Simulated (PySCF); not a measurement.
# Si, Si⁺: ionisation energy in aug-cc-pCVTZ-DK plus 1 even-tempered diffuse shell per l

Wanted: the ionisation energy of silicon, up a ladder of methods.

Method: unrestricted determinants in a Gaussian basis, no spin-orbit coupling in the energies. Code: PySCF 2.14.0.

**1. The atom as given**

| Quantity | Value |
| --- | --- |
| Element | silicon (Z = 14) |
| Basis | aug-cc-pCVTZ-DK with one added diffuse shell each of s, p, d, f type (9s8p6d4f, 91 functions) |
| Hamiltonian | the spin-free X2C one-electron Hamiltonian (Gaussian nucleus) |
| State 1 | Si: [Ne] 3s2 3p2, high-spin 3P determinant |
| State 2 | Si⁺: [Ne] 3s2 3p1, 2P determinant |
| Methods | CCSD(T) |
| Core shells frozen in the correlated runs | all electrons: nothing (for Si) |

The outer shells:

Si [Ne] 3s2 3p2
```
[Ne] core
3s [↑↓]
3p [↑ ][↑ ][  ]
```

Si+ [Ne] 3s2 3p1
```
[Ne] core
3s [↑↓]
3p [↑ ][  ][  ]
```

One driver process ran all states and methods and kept the integrals in memory. Each run is shown as a PySCF script that sums up its settings (the driver passes frozen orbitals as a list and adds second-order terms of double hybrids); the logs are those of the runs themselves. The driver starts from symmetry-adapted Hartree-Fock orbitals, holds the occupation by maximum overlap and uses a logarithmic radial grid for functionals, so a plain start would take other cycles.

The integrals over 91 functions and the set-up took 0.35 s of CPU time.

**2. Si: CCSD(T) (all electrons)**

**CCSD(T) (all electrons)**

Input file input.py:

```python
from pyscf import gto, scf, dft, mp, cc
import basis_set_exchange as bse
mol = gto.M(atom="Si 0 0 0", charge=0, spin=2, symmetry="D2h",
            basis=gto.basis.parse(bse.get_basis("aug-cc-pCVTZ-DK", elements=["Si"], fmt="nwchem", augment_diffuse=1)),
            nucmod="G")
mf = scf.UHF(mol).sfx2c1e()
mf.irrep_nelec = {'Ag': (3, 3), 'B1u': (2, 1), 'B2u': (2, 1), 'B3u': (1, 1)}
mf.kernel()
mycc = cc.CCSD(mf, frozen=0).run()
mycc.ccsd_t()
```

Log:

```text
CC2 = 0
CCSD nocc = (np.int64(8), np.int64(6)), nmo = (91, 91)
frozen orbitals [[], []]
max_cycle = 100
direct = 0
conv_tol = 1e-08
conv_tol_normt = 1e-06
diis_space = 8
diis_start_cycle = 0
Init t2, MP2 energy = -0.377164637530816
Init E_corr(UCCSD) = -0.377164637532596
cycle = 1  E_corr(UCCSD) = -0.389663126085172  dE = -0.0124984886  norm(t1,t2) = 0.0522917
cycle = 2  E_corr(UCCSD) = -0.393617259991895  dE = -0.00395413391  norm(t1,t2) = 0.0200687
cycle = 3  E_corr(UCCSD) = -0.395582507390304  dE = -0.0019652474  norm(t1,t2) = 0.00957079
cycle = 4  E_corr(UCCSD) = -0.395585131273673  dE = -2.62388337e-06  norm(t1,t2) = 0.00190052
cycle = 5  E_corr(UCCSD) = -0.395576069591283  dE = 9.06168239e-06  norm(t1,t2) = 0.000354187
cycle = 6  E_corr(UCCSD) = -0.395584797160617  dE = -8.72756933e-06  norm(t1,t2) = 0.000110562
cycle = 7  E_corr(UCCSD) = -0.395583390212779  dE = 1.40694784e-06  norm(t1,t2) = 2.57747e-05
cycle = 8  E_corr(UCCSD) = -0.3955835152461  dE = -1.25033322e-07  norm(t1,t2) = 4.60901e-06
cycle = 9  E_corr(UCCSD) = -0.395583529955659  dE = -1.47095587e-08  norm(t1,t2) = 1.10347e-06
cycle = 10  E_corr(UCCSD) = -0.395583518710595  dE = 1.1245064e-08  norm(t1,t2) = 3.02415e-07
cycle = 11  E_corr(UCCSD) = -0.395583516418816  dE = 2.29177904e-09  norm(t1,t2) = 9.43688e-08
UCCSD converged
E(UCCSD) = -289.8548817002886  E_corr = -0.3955835164188161
UCCSD(T) correction = -0.0054467519056228
```

It used 47 s of CPU time after the integrals (shared host).

CCSD correlation -0.39558 hartree, triples -0.00545; total -289.860328. T1 = 0.008, largest double amplitude 0.061.

**3. Si⁺: CCSD(T) (all electrons)**

**CCSD(T) (all electrons)**

Input file input.py:

```python
from pyscf import gto, scf, dft, mp, cc
import basis_set_exchange as bse
mol = gto.M(atom="Si 0 0 0", charge=1, spin=1, symmetry="D2h",
            basis=gto.basis.parse(bse.get_basis("aug-cc-pCVTZ-DK", elements=["Si"], fmt="nwchem", augment_diffuse=1)),
            nucmod="G")
mf = scf.UHF(mol).sfx2c1e()
mf.irrep_nelec = {'Ag': (3, 3), 'B1u': (1, 1), 'B2u': (2, 1), 'B3u': (1, 1)}
mf.kernel()
mycc = cc.CCSD(mf, frozen=0).run()
mycc.ccsd_t()
```

Log:

```text
CC2 = 0
CCSD nocc = (np.int64(7), np.int64(6)), nmo = (91, 91)
frozen orbitals [[], []]
max_cycle = 100
direct = 0
conv_tol = 1e-08
conv_tol_normt = 1e-06
diis_space = 8
diis_start_cycle = 0
Init t2, MP2 energy = -0.362010702499874
Init E_corr(UCCSD) = -0.362010702500409
cycle = 1  E_corr(UCCSD) = -0.373072485637522  dE = -0.0110617831  norm(t1,t2) = 0.0512338
cycle = 2  E_corr(UCCSD) = -0.377076199002978  dE = -0.00400371337  norm(t1,t2) = 0.0217918
cycle = 3  E_corr(UCCSD) = -0.379439445596851  dE = -0.00236324659  norm(t1,t2) = 0.0103803
cycle = 4  E_corr(UCCSD) = -0.379422807859166  dE = 1.66377377e-05  norm(t1,t2) = 0.00133079
cycle = 5  E_corr(UCCSD) = -0.379421644441477  dE = 1.16341769e-06  norm(t1,t2) = 0.000219024
cycle = 6  E_corr(UCCSD) = -0.379428004251128  dE = -6.35980965e-06  norm(t1,t2) = 5.85369e-05
cycle = 7  E_corr(UCCSD) = -0.379426867780557  dE = 1.13647057e-06  norm(t1,t2) = 1.32708e-05
cycle = 8  E_corr(UCCSD) = -0.379427053842411  dE = -1.86061854e-07  norm(t1,t2) = 3.95102e-06
cycle = 9  E_corr(UCCSD) = -0.379427084186844  dE = -3.03444331e-08  norm(t1,t2) = 9.34206e-07
cycle = 10  E_corr(UCCSD) = -0.379427065412049  dE = 1.87747945e-08  norm(t1,t2) = 1.69568e-07
cycle = 11  E_corr(UCCSD) = -0.379427064504135  dE = 9.07914077e-10  norm(t1,t2) = 4.50067e-08
UCCSD converged
E(UCCSD) = -289.5584506246865  E_corr = -0.3794270645041354
UCCSD(T) correction = -0.00411224883322185
```

It used 37 s of CPU time after the integrals (shared host).

CCSD correlation -0.37943 hartree, triples -0.00411; total -289.562563. T1 = 0.008, largest double amplitude 0.097.

**4. Differences of total energies**

Ionisation energy: Si [Ne] 3s2 3p2 (3P) → Si⁺ [Ne] 3s2 3p1 (2P).

| method | value (eV) | error (eV) |
| --- | --- | --- |
| UHF | 7.627 | -0.530 |
| MP2 (all electrons) | 8.039 | -0.118 |
| SCS-MP2 (all electrons) | 7.952 | -0.205 |
| CCSD (all electrons) | 8.066 | -0.091 |
| CCSD(T) (all electrons) | 8.103 | -0.054 |

Reference: 8.157 eV (measured; NIST levels, between the centres of gravity of the two terms). Errors of the correlated levels include the incompleteness of this basis.

The runs at UHF, MP2 (all electrons) are not shown; their differences are listed all the same.

**5. What came out**

| quantity | value |
| --- | --- |
| ionisation energy, Si | UHF 7.627, CCSD(T) (all electrons) 8.103 eV; reference 8.157 |

Each level's miss (mean over 1 difference):

```
                 method  mean absolute miss against the measured value (with the measured fine structure taken into account where it is known) (eV)
                    UHF                                                                                                                       0.530
    MP2 (all electrons)                                                                                                                       0.118
SCS-MP2 (all electrons)                                                                                                                       0.205
   CCSD (all electrons)                                                                                                                       0.091
CCSD(T) (all electrons)                                                                                                                       0.054
```

**Reading.** Against experiment CCSD(T) (all electrons) comes closest (off by 0.05 eV) and UHF is farthest (0.53 eV). Hartree-Fock falls short because the species with more electrons holds more correlation energy, which it lacks. All values hold for this basis alone; no basis-set limit was taken.
